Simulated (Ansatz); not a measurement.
hcp Ru, treated with PBE-D3(BJ) (Ansatz, a program for electronic structure, plane waves, PAW).

Input file:

Ansatz 0.2 input:
```yaml
crystal:
  lattice:
    - [1.3313954588, -2.3060445796, 0.0]
    - [1.3313954588, 2.3060445796, 0.0]
    - [0.0, 0.0, 4.2036145348]
  atoms:
    - { symbol: Ru, position: [0.3333333333, 0.6666666667, 0.25] }
    - { symbol: Ru, position: [0.6666666667, 0.3333333333, 0.75] }
basis:
  ecutwfc: 520
  ecutrho_ratio: 4
  xc_grid: 2
kpoints:
  mp_grid: { grid: [24, 24, 14] }
hamiltonian:
  xc: pbe
  dispersion: d3bj
  pseudopotentials: { kind: paw }
scf:
  occupations: { method: fermi_dirac, width: 0.05 }
output:
  forces: true
  stress: true
  eigenvalues: true
relax:
  f_tol: 0.004
  escape_saddle: false
  max_steps: 80
  cell: { stress_tol: 0.02, fix: [volume] }
```

Excerpt of the program's output:

```
Relaxation: its limit of steps is 80 (relax.max_steps)
Crystal: 2 atoms, lattice volume = 25.812 Å³
Basis set: ecut = 520 eV, 687 PW (Γ), exchange–correlation on 40×40×64 points (8 copies of the dense FFT grid, shifted against one another)
Bands: 20, of which v1, the nominal top of the filled ones, is band 16 counted from 1 (15 counted from 0)
Symmetry: 24 space group operations
Space group: P63/mmc (ITA 194), of the structure as read, at distance tolerance 3.0e-5 Å
k-points: 488 of 8064
Functional: x = pbe(κ = 0.804, μ = 0.2195149727645171), c = pbe(β = 0.06672455060314922)
SCF iter   1: F=—  HF=-11758.580916 eV  |F-HF|=—  |Δ(HF+E_count)|=         —  Δρ=6.97e-3  dr2=2.54e-3
SCF iter   2: F=—  HF=-11758.583049 eV  |F-HF|=—  |Δ(HF+E_count)|=   2.13e-3  Δρ=4.04e-3  dr2=8.72e-4
  ...
SCF 1 converged in 6 iterations: F = -11758.583946 eV  dr2 = 5.51e-10
Crystal: 2 atoms, lattice volume = 25.812 Å³
Initial density: handed on by an earlier stage of this run
SCF 2 converged in 6 iterations: F = -11758.584005 eV  dr2 = 7.37e-14
Crystal: 2 atoms, lattice volume = 25.812 Å³
SCF 3 converged in 6 iterations: F = -11758.584038 eV  dr2 = 2.64e-14
Crystal: 2 atoms, lattice volume = 25.812 Å³
SCF iter   7: F=-11758.584038 eV  HF=-11758.584038 eV  |F-HF|=0.00e0  |Δ(HF+E_count)|=  1.82e-12  Δρ=3.61e-9  dr2=2.59e-15
SCF iter   8: F=-11758.584038 eV  HF=-11758.584038 eV  |F-HF|=1.82e-12  |Δ(HF+E_count)|=  1.82e-12  Δρ=1.52e-9  dr2=5.36e-16
SCF 4 converged in 8 iterations: F = -11758.584038 eV  dr2 = 5.36e-16
SCF converged after 8 iterations
Free energy (F): -11758.584038 eV
Internal energy: -11758.569469 eV  (E = F + TS)
E sigma→0 (E₀):  -11758.576753 eV
Fermi energy:    25.032678 eV
--- Forces (eV/Å), atoms counted from 1 ---
  atom   1  Ru    -0.00000000     0.00000000     0.00000000
  atom   2  Ru     0.00000000    -0.00000000    -0.00000000
--- Stress (GPa, compression-positive) ---
       14.995563       0.000000       0.000000
        0.000000      14.995563      -0.000000
        0.000000      -0.000000      14.995455
  P = ⅓ Tr σ = 14.9955 GPa (149.955 kbar)
```

The cell is one volume of an energy–volume scan, off the minimum.

Computing time: about 60 core-seconds (a rough figure).
